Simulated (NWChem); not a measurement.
All runs are NWChem calculations. System: tetrafluoroethylene (C2F4), charge 0, spin multiplicity 1, at a geometry optimised with PBE0/def2-SVP. Level: RI-MP2/cc-pVDZ, 6 core orbitals frozen.

Output (cleaned and shortened):

```
             Northwest Computational Chemistry Package (NWChem) 7.3.0
             --------------------------------------------------------

                                NWChem Input Module
                                -------------------

 Scaling coordinates for geometry "geometry" by  1.889725989
 (inverse scale =  0.529177249)

 Turning off AUTOSYM since
 SYMMETRY directive was detected!

                             Geometry "geometry" -> ""
                             -------------------------

 Output coordinates in angstroms (scale by  1.889725989 to convert to a.u.)

  No.       Tag          Charge          X              Y              Z
 ---- ---------------- ---------- -------------- -------------- --------------
    1 F                    9.0000     1.09549600     0.00000000     1.38069500
    2 C                    6.0000     0.00000000     0.00000000     0.66467700
    3 F                    9.0000    -1.09549600     0.00000000     1.38069500
    4 C                    6.0000     0.00000000     0.00000000    -0.66467700
    5 F                    9.0000    -1.09549600     0.00000000    -1.38069500
    6 F                    9.0000     1.09549600     0.00000000    -1.38069500

 Effective nuclear repulsion energy (a.u.)     245.4220696291

            Nuclear Dipole moment (a.u.)
            ----------------------------
        X                 Y               Z
 ---------------- ---------------- ----------------
     0.0000000000     0.0000000000     0.0000000000

      Symmetry information
      --------------------

 Group name             D2h
 Group number             26
 Group order               8
 No. of unique centers     2

      Symmetry unique atoms

     1    2


 Summary of "ao basis" -> "" (spherical)
 ------------------------------------------------------------------------------
       Tag                 Description            Shells   Functions and Types
 ---------------- ------------------------------  ------  ---------------------
 *                          cc-pvdz                   on all atoms

 Summary of "ri-mp2 basis" -> "" (spherical)
 ------------------------------------------------------------------------------
       Tag                 Description            Shells   Functions and Types
 ---------------- ------------------------------  ------  ---------------------
 *                         cc-pvdz-ri                 on all atoms

 Summary of "ao basis" -> "ao basis" (spherical)
 ------------------------------------------------------------------------------
       Tag                 Description            Shells   Functions and Types
 ---------------- ------------------------------  ------  ---------------------
 F                          cc-pvdz                  6       14   3s2p1d
 C                          cc-pvdz                  6       14   3s2p1d

                                 NWChem SCF Module
                                 -----------------

  ao basis        = "ao basis"
  functions       =    84
  atoms           =     6
  closed shells   =    24
  open shells     =     0
  charge          =   0.00
  wavefunction    = RHF
  use symmetry    = T
  symmetry adapt  = T

 Summary of "ao basis" -> "ao basis" (spherical)
 ------------------------------------------------------------------------------
       Tag                 Description            Shells   Functions and Types
 ---------------- ------------------------------  ------  ---------------------
 F                          cc-pvdz                  6       14   3s2p1d
 C                          cc-pvdz                  6       14   3s2p1d

      Symmetry analysis of basis
      --------------------------

        ag         17
        au          5
        b1g         5
        b1u        17
        b2g        13
        b2u         7
        b3g         7
        b3u        13

 Forming initial guess at       0.1s

      Superposition of Atomic Density Guess
      -------------------------------------

 Sum of atomic energies:        -472.86775696

      Non-variational initial energy
      ------------------------------

 Total energy =    -474.816849
 1-e energy   =   -1146.648816
 2-e energy   =     426.409898
[...]
    61     -0.198266  5 F  py                75     -0.198266  6 F  py
     8     -0.176226  1 F  py                36     -0.176226  3 F  py

 Vector   25  Occ=0.000000D+00  E= 1.942176D-01  Symmetry=b3g
              MO Center=  2.3D-17, -5.1D-20, -2.0D-16, r^2= 2.0D+00
   Bfn.  Coefficient  Atom+Function         Bfn.  Coefficient  Atom+Function
  ----- ------------  ---------------      ----- ------------  ---------------
    22      0.690541  2 C  py                50     -0.690541  4 C  py
    19      0.493576  2 C  py                47     -0.493576  4 C  py
     8     -0.193087  1 F  py                36     -0.193087  3 F  py
    64      0.193087  5 F  py                78      0.193087  6 F  py
     5     -0.160461  1 F  py                33     -0.160461  3 F  py

 Vector   26  Occ=0.000000D+00  E= 2.652829D-01  Symmetry=b3u
              MO Center=  6.2D-16, -8.5D-17,  3.3D-15, r^2= 2.2D+00
   Bfn.  Coefficient  Atom+Function         Bfn.  Coefficient  Atom+Function
  ----- ------------  ---------------      ----- ------------  ---------------
    21      0.570426  2 C  px                49      0.570426  4 C  px
     3     -0.345728  1 F  s                 31      0.345728  3 F  s
    59      0.345728  5 F  s                 73     -0.345728  6 F  s
    18      0.327936  2 C  px                46      0.327936  4 C  px
     9      0.216413  1 F  pz                37     -0.216413  3 F  pz

 Vector   27  Occ=0.000000D+00  E= 3.298082D-01  Symmetry=b1u
              MO Center=  2.3D-16, -1.5D-17, -1.6D-15, r^2= 3.3D+00
   Bfn.  Coefficient  Atom+Function         Bfn.  Coefficient  Atom+Function
  ----- ------------  ---------------      ----- ------------  ---------------
    23      0.733715  2 C  pz                51      0.733715  4 C  pz
    17      0.648320  2 C  s                 45     -0.648320  4 C  s
     3     -0.505436  1 F  s                 31     -0.505436  3 F  s
    59      0.505436  5 F  s                 73      0.505436  6 F  s
     7      0.307338  1 F  px                35     -0.307338  3 F  px

 center of mass
 --------------
 x =   0.00000000 y =   0.00000000 z =   0.00000000

 moments of inertia (a.u.)
 ------------------
         555.197338933472           0.000000000000           0.000000000000
           0.000000000000         880.881233261891           0.000000000000
           0.000000000000           0.000000000000         325.683894328419

  Mulliken analysis of the total density
  --------------------------------------

    Atom       Charge   Shell Charges
 -----------   ------   -------------------------------------------------------
    1 F    9     9.22   2.00  0.90  1.00  3.33  1.98  0.01
    2 C    6     5.57   2.00  0.66  0.26  1.91  0.48  0.25
    3 F    9     9.22   2.00  0.90  1.00  3.33  1.98  0.01
    4 C    6     5.57   2.00  0.66  0.26  1.91  0.48  0.25
    5 F    9     9.22   2.00  0.90  1.00  3.33  1.98  0.01
    6 F    9     9.22   2.00  0.90  1.00  3.33  1.98  0.01

       Multipole analysis of the density wrt the origin
       ------------------------------------------------

     L   x y z        total         open         nuclear
     -   - - -        -----         ----         -------
     0   0 0 0     -0.000000      0.000000     48.000000

     1   1 0 0      0.000000      0.000000      0.000000
     1   0 1 0     -0.000000      0.000000      0.000000
     1   0 0 1     -0.000000      0.000000      0.000000

     2   2 0 0    -24.312472      0.000000    154.284311
     2   1 1 0      0.000000      0.000000      0.000000
     2   1 0 1     -0.000000      0.000000      0.000000
     2   0 2 0    -21.546140      0.000000      0.000000
     2   0 1 1      0.000000      0.000000      0.000000
     2   0 0 2    -24.087463      0.000000    264.005281

                               NWChem RI-MP2 Module
                               --------------------

 Summary of "ri-mp2 basis" -> "ri-mp2 basis" (spherical)
 ------------------------------------------------------------------------------
       Tag                 Description            Shells   Functions and Types
 ---------------- ------------------------------  ------  ---------------------
 F                         cc-pvdz-ri               18       56   7s5p4d2f
 C                         cc-pvdz-ri               18       56   7s5p4d2f

 SCF Reference Information:
            File: './mol.movecs'
           Title: ''
    Size (AOxMO):     84 x     84
       Total Occ:              48.00
 RI-MP2 Calculation Information:
          Nr. of AO basis functions:         84
     Nr. of fitting basis functions:        336
               Nr. of MO spin cases:          1
        Nr. of MOs to be correlated:         78
     Nr. of occupied MOs correlated:         18
      Nr. of virtual MOs correlated:         60

          RI integral approximation: 'V'
    Threshold for Schwarz screening:  1.000E-09
 Smallest eigenvalue retained in fit  1.000E-08
    Type of storage for MO integrals 'EAF library'

 Transformation block size   18, requiring     1 integral passes.
 XForm_3cInts: Completed     1:   18 pass.
 Energy evaluation using block sizes    18   18
 RIMP2_V_E2: Approx. ints. done (    1:   18,    1:   18)
 RIMP2_V_E2: Copy to B done (    1:   18,    1:   18)
 RIMP2_V_E2: Denominators done (    1:   18,    1:   18)
 RIMP2_V_E2: Completed block (    1:   18,    1:   18)

          -------------------------------------------
          SCF energy                -473.441898053350
          Correlation energy          -0.988801963957
          Total MP2 energy          -474.430700017307
          -------------------------------------------

 -----------------------
 Performance information
 -----------------------

 Timer overhead =  2.16D-07 seconds/call

               Nr. of calls         CPU time (s)                 Wall time (s)                GFlops
             ---------------    -------------------     ------------------------------   -------------------
Name         Min   Avg   Max    Min     Avg     Max     Min     Avg     Max   Mx/calls   Min     Max     Sum
Overall       1     1     1    4.0     4.0     4.0      4.0     4.0     4.0     4.0      0.0     0.0     0.0
3c integr     1     1     1    1.4     1.4     1.4      1.4     1.4     1.4     1.4      0.0     0.0     0.0
Energy        1     1     1   0.51    0.51    0.51     0.51    0.51    0.51    0.51      0.0     0.0     0.0
3c integr     1     1     1    1.4     1.4     1.4      1.4     1.4     1.4     1.4      0.0     0.0     0.0
First 2/3     3     3     3   1.38E-2 1.38E-2 1.38E-2  1.38E-2 1.38E-2 1.38E-2 4.59E-3   0.0     0.0     0.0
Final 1/3     1     1     1   1.97E-2 1.97E-2 1.97E-2  1.97E-2 1.97E-2 1.97E-2 1.97E-2   0.0     0.0     0.0
Write 3c      1     1     1   2.71E-3 2.71E-3 2.71E-3  2.71E-3 2.71E-3 2.71E-3 2.71E-3   0.0     0.0     0.0
Read 3c i     1     1     1   2.19E-3 2.19E-3 2.19E-3  2.19E-3 2.19E-3 2.19E-3 2.19E-3   0.0     0.0     0.0
Fitting b     1     1     1   0.24    0.24    0.24     0.24    0.24    0.24    0.24      0.0     0.0     0.0
Schwarz i     1     1     1   3.25E-2 3.25E-2 3.25E-2  3.25E-2 3.25E-2 3.25E-2 3.25E-2   0.0     0.0     0.0
Form 4ci      1     1     1   6.03E-2 6.03E-2 6.03E-2  6.03E-2 6.03E-2 6.03E-2 6.03E-2   0.0     0.0     0.0
Form A &      1     1     1   0.43    0.43    0.43     0.43    0.43    0.43    0.43      0.0     0.0     0.0
Denominat     1     1     1   1.61E-3 1.61E-3 1.61E-3  1.61E-3 1.61E-3 1.61E-3 1.61E-3   0.0     0.0     0.0
Pair Ener     1     1     1   9.06E-3 9.06E-3 9.06E-3  9.06E-3 9.06E-3 9.06E-3 9.06E-3   0.0     0.0     0.0

 The average no. of pstat calls per process was 1.60D+01
 with a timing overhead of 3.46D-06s

 Task  times  cpu:        4.0s     wall:        4.0s

 Total times  cpu:        4.0s     wall:        4.0s
```

**Question.** Write an NWChem input that would produce this output.

**Answer.** Several could match; the one computed here: 
```
start mol
memory heap 200 mb stack 900 mb global 1100 mb
geometry units angstroms nocenter noautoz
  F      1.095496     0.000000     1.380695
  C      0.000000     0.000000     0.664677
  F     -1.095496     0.000000     1.380695
  C      0.000000     0.000000    -0.664677
  F     -1.095496     0.000000    -1.380695
  F      1.095496     0.000000    -1.380695
  symmetry group D2h
end
basis spherical
  * library cc-pvdz
end
basis "ri-mp2 basis" spherical
  * library cc-pvdz-ri
end
scf
  rhf
  nopen 0
  maxiter 100
  thresh 1e-7
  semidirect memsize 60000000 filesize 0
end
mp2
  freeze core 6
end
task rimp2 energy
```
